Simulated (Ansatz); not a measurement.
**BH2OS radical (SMILES [BH]SO): one structure at several levels**

An exercise on one series of results from a longer session: the logs are not shown, and one member is left open.

Computed with Ansatz 0.2.0, Gaussian basis. Level: single points in def2-TZVPP.

Correlated methods freeze the cores. Orbitals are unrestricted. B3LYP uses VWN-RPA correlation.

## The system as given

SMILES `[BH]SO`, 5 atoms, charge 0, spin multiplicity 2.

Atoms are counted from 1 here; the program's logs count them from 0.

Bond lengths: B1–S2 1.650 Å, B1–H4 1.196 Å, S2–O3 1.600 Å, O3–H5 0.866 Å. Angles: S2–B1–H4 177.4°, B1–S2–O3 111.0°, S2–O3–H5 106.2°.

As a file:

```xyz
5
charge 0, multiplicity 2
B    -1.31590   -0.11120   -0.44210
S    -0.09710   -0.41020    0.62850
O     1.28370    0.21180    0.11260
H    -2.16500    0.13650   -1.24670
H     1.85500    0.09830    0.75360
```

Set-up of the first run:

The input, run/in.yaml:

```yaml
crystal:
  periodic: [false, false, false]
  atoms:
    - {symbol: B, position_ang: [-1.315900, -0.111200, -0.442100]}
    - {symbol: S, position_ang: [-0.097100, -0.410200, 0.628500]}
    - {symbol: O, position_ang: [1.283700, 0.211800, 0.112600]}
    - {symbol: H, position_ang: [-2.165000, 0.136500, -1.246700]}
    - {symbol: H, position_ang: [1.855000, 0.098300, 0.753600]}
basis:
  gaussian: {orbitals: def2-TZVPP}
magnetization: {spin_polarized: true, initial_magnetization: 1}
correlation: {method: ccsd_t}
scf: {omitted_lower_state_checks: [cluster_reference]}
output: {forces: true}
```

The command line of these runs was not kept.

Steps of the session up to this table: CCSD(T)/def2-TZVPP; PBE0-D4/def2-TZVPP; wB97M-V/def2-TZVPP; r2SCAN-D4/def2-TZVPP; PBE-D4/def2-TZVPP; B3LYP-D4/def2-TZVPP; r2SCAN0-D4/def2-TZVPP.

One table of the session follows, with a row left open; its other results are not shown here.

| method | RMS force component (eV/Å) | angle to CCSD(T) forces (°) | dipole (D) |
| --- | --- | --- | --- |
| CCSD(T) | 2.646 | reference | 1.09 |
| PBE0-D4 | 2.596 | 3.3 | 1.06 |
| wB97M-V | ? | ? | ? |
| r2SCAN-D4 | 2.650 | 1.5 | 1.16 |
| PBE-D4 | 2.832 | 1.9 | 1.22 |
| B3LYP-D4 | 2.656 | 2.2 | 1.05 |
| r2SCAN0-D4 | 2.487 | 3.9 | 1.04 |

Estimate the missing values for wB97M-V.

As computed: RMS force component (eV/Å): 2.626; angle to CCSD(T) forces (°): 3.0; dipole (D): 1.01. In the column «RMS force component (eV/Å)» it lies between PBE0-D4 (2.596) and CCSD(T) (2.646).
